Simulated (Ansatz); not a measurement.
Reaction (atomization): `CCN=C=CO` → 4 C• + 7 H• + N• + O•

Calculated with Ansatz (gas phase, PBE0-D4/def2-TZVP geometries, no zero-point term in ΔE). CCSD(T)/CBS is the MP2 limit (def2-TZVPP, def2-QZVPP) plus CCSD(T) − MP2 in def2-TZVPP, frozen cores. This one scheme is used for every species, atoms too. DFT in def2-TZVPP. B3LYP here is the variant with VWN-RPA as its local correlation; programs differ in this. Open shells (•) are unrestricted, without spin–orbit coupling. Spin–orbit coupling would lower the free atoms: a little for C, O. One conformer a species, not always the lowest.

Problem. What is ΔE at CCSD(T)/CBS? (Best estimate.)

Solution. Computed: +1263.4 kcal/mol.

Problem. What do these levels give: PBE-D4, PBE0-D4, B3LYP, HF/CBS(def2), MP2/CBS(def2), CCSD/CBS(def2)? (Best estimate.)

Solution. Computed: PBE-D4 1314.1, PBE0-D4 1279.0, B3LYP 1263.6, HF/CBS(def2) 887.1, MP2/CBS(def2) 1290.0, CCSD/CBS(def2) 1240.1 kcal/mol.

Largest T1 diagnostic among the species: 0.013.

The D4 term adds +8.2 kcal/mol with B3LYP and +4.3 kcal/mol with PBE0; it sums over pairs of atoms, weighted by their polarisabilities, and B3LYP, whose exchange is more repulsive, gets the larger term. From PBE to PBE0 (25 % exact exchange), in def2-TZVPP and without D4, ΔE moves by −34.3 kcal/mol: exact exchange takes away binding that semilocal exchange gives to molecules.

For atomizations the MP2-based limit and the directly extrapolated one differ by several kJ/mol either way, and by 10 to 25 for some Ge, Se and Sn compounds, so smaller differences from it don't rank the levels.
